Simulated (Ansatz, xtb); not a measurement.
Relaxing a trial structure of CH5OSi−

The starting geometry of this gas-phase singlet was built from a drawn formula by distance geometry and a force field; its bonds are those of `[O-]C[SiH3]`.

```yaml
atoms:
  - { symbol: C, position_ang: [-0.9902, -0.7225, 1.1204] }
  - { symbol: O, position_ang: [-2.1405, -1.4463, 0.9191] }
  - { symbol: Si, position_ang: [-0.7344, 0.5438, -0.3117] }
  - { symbol: H, position_ang: [-1.0023, -0.0463, 1.9884] }
  - { symbol: H, position_ang: [-0.0463, -1.2022, 1.1772] }
  - { symbol: H, position_ang: [0.5406, 1.3580, -0.0060] }
  - { symbol: H, position_ang: [-1.8169, 1.5720, -0.4636] }
  - { symbol: H, position_ang: [-0.4677, -0.0819, -1.6380] }
```

Q: Where would you expect an optimisation with r2SCAN-D4/def2-SVPD to take it?

A: It keeps its bonds, and is `[O-]C[SiH3]`.

The energy falls by 0.23 eV over 9 steps:

```json
{"step": "1", "E − E(last) (eV)": "0.230"}
{"step": "2", "E − E(last) (eV)": "0.045"}
{"step": "3", "E − E(last) (eV)": "0.026"}
{"step": "4", "E − E(last) (eV)": "0.007"}
{"step": "5", "E − E(last) (eV)": "0.004"}
{"step": "6", "E − E(last) (eV)": "0.001"}
{"step": "7", "E − E(last) (eV)": "0.000"}
{"step": "8", "E − E(last) (eV)": "0.000"}
{"step": "9", "E − E(last) (eV)": "0.000"}
```

Final geometry (Å):

```xyz
8

C    -1.0088   -0.7038    1.1338
O    -2.1196   -1.3477    0.7726
Si   -0.6502    0.5793   -0.2646
H    -1.0473   -0.1238    2.1145
H    -0.0665   -1.3339    1.2554
H     0.5603    1.5263   -0.2154
H    -1.8257    1.5063   -0.4254
H    -0.4999   -0.1282   -1.5851
```

From the same start GFN2-xTB ends elsewhere, differing in O2–Si3 (1.78 against 2.64 Å here).

The end wasn't checked by frequencies. Run with Ansatz 0.2.0, 23 s on 2 threads of Intel(R) Xeon(R) Processor @ 2.50GHz (Skylake/Cascade Lake) (shared host).
